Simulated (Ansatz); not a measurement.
## Al₃N: from a trial structure to a relaxed crystal

The calculation used DFT PBE, scalar-relativistic, plane waves, PAW (Ansatz 0.2.0). Cutoff 420 eV, Γ-centred k mesh, Gaussian smearing, no spin polarisation in the final step.

The start is a random cell of Al₃N with space group Aem2 (No. 39), drawn with lower limits on the distances.

```
Al N
1.0
     4.25101    0.00000    0.00000
     0.00000    4.15605    3.59521
     0.00000   -4.15605    3.59521
Al N
6 2
Direct
  0.85316 0.11775 0.97091
  0.85316 0.47091 0.61775
  0.14684 0.61775 0.47091
  0.14684 0.97091 0.11775
  0.00000 0.25000 0.75000
  0.00000 0.75000 0.25000
  0.66667 0.50000 0.00000
  0.33333 0.00000 0.50000
```

Cell and atoms relax at zero pressure; the relaxation can't lower the symmetry of the start. After a coarse first stage the cell is made exact in the group found at 0.06 Å.

Formation energies are uncorrected and refer to the elements' standard structures at the same level (N₂ as a molecule).

(1) Which crystal results?

(2) What are its volume, energy, density and gap?

Answers

(1) It keeps Aem2 (No. 39). Conventional cell: a = 5.077 Å, b = 9.045 Å, c = 5.158 Å. Al on Wyckoff site d (4 atoms of the primitive cell) is coordinated by 1 N at 1.87 Å; Al on Wyckoff site c (2 atoms of the primitive cell) is coordinated by 2 N at 1.92 Å; N is coordinated by 4 Al at 1.87–1.92 Å.

```
Al N
1.0
     5.07719    0.00000    0.00000
     0.00000    4.52237    2.57921
     0.00000   -4.52237    2.57921
Al N
6 2
Direct
  0.76616 0.87087 0.99721
  0.76616 0.49721 0.37087
  0.23384 0.37087 0.49721
  0.23384 0.99721 0.87087
  0.29363 0.71289 0.21289
  0.70637 0.21289 0.71289
  0.64702 0.58038 0.08038
  0.35298 0.08038 0.58038
```

(2) The volume per atom is 14.81 Å³ and the density is 2.66 g/cm³. The energy over the elements is -0.24 eV/atom and the gap on the 8×8×8 mesh is 0 eV (a metal).

The final run used a 8×8×8 mesh on its 8-atom cell and 0.10 eV smearing. The k mesh leaves about 4 meV/atom of noise in metals. Symmetry constrained the relaxation, so the result can be a saddle point.

Cost: 2 runs of about 2.3 core-minutes in all, on Intel Xeon 6975P-C (Granite Rapids) (shared hosts).